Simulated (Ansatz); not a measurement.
**Abstraction of H: BH(SH)2 + SiH2(CH2)Cl → B(SH)2 + SiH2(CH3)Cl**

Gas-phase species: BH(SH)2, singlet; SiH2(CH2)Cl, doublet; B(SH)2, doublet; SiH2(CH3)Cl ((chlorosilyl)methane), singlet. A radical takes H: the energy is the difference in strength between the B–H bond broken and the C–H bond made.

Shapes, held fixed at every level: PBE0-D4/def2-TZVP. Flexible molecules stand in one conformer, not always the lowest. Programs: Ansatz 0.2.0. The zero-point and thermal change to 298 K, harmonic and unscaled (PBE0-D4/def2-TZVP), is +5.9 kJ/mol.

```json
{"level": "r2SCAN-D4/def2-TZVPP", "kind": "meta-GGA", "ΔH(298 K) (kJ/mol)": "+2.4", "less CCSD(T)/CBS estimate": "-7.5", "CPU time (sum over the molecules)": "30 s"}
{"level": "BHLYP-D4/def2-TZVPP", "kind": "global hybrid", "ΔH(298 K) (kJ/mol)": "+18.1", "less CCSD(T)/CBS estimate": "+8.2", "CPU time (sum over the molecules)": "20 s"}
{"level": "wB97M-V/def2-TZVPP", "kind": "range-separated hybrid", "ΔH(298 K) (kJ/mol)": "+13.3", "less CCSD(T)/CBS estimate": "+3.4", "CPU time (sum over the molecules)": "67 s"}
{"level": "wB97X-V/def2-TZVPP", "kind": "range-separated hybrid", "ΔH(298 K) (kJ/mol)": "+12.5", "less CCSD(T)/CBS estimate": "+2.6", "CPU time (sum over the molecules)": "49 s"}
{"level": "B2PLYP/def2-TZVPP", "kind": "double hybrid", "ΔH(298 K) (kJ/mol)": "+10.2", "less CCSD(T)/CBS estimate": "+0.3", "CPU time (sum over the molecules)": "27 s"}
{"level": "CCSD(T)/def2-SVP", "kind": "coupled cluster or CI", "ΔH(298 K) (kJ/mol)": "+9.7", "less CCSD(T)/CBS estimate": "-0.2", "CPU time (sum over the molecules)": "–"}
{"level": "CCSD(T)/CBS estimate", "kind": "coupled cluster or CI", "ΔH(298 K) (kJ/mol)": "+9.9", "less CCSD(T)/CBS estimate": "0.0", "CPU time (sum over the molecules)": "–"}
```

The highest level, CCSD(T)/CBS estimate, gives ΔH(298 K) = +9.9 kJ/mol; the levels span +2.4 to +18.1. The column of differences is taken from that level and isn't an error. No measured value is set beside it here. Open shells run unrestricted. The CBS estimate extrapolates MP2 from def2-TZVPP and def2-QZVPP and adds CCSD(T) − MP2 in the triple-zeta set, cores frozen. Times are processor times on shared x86 and Arm servers, and rough.
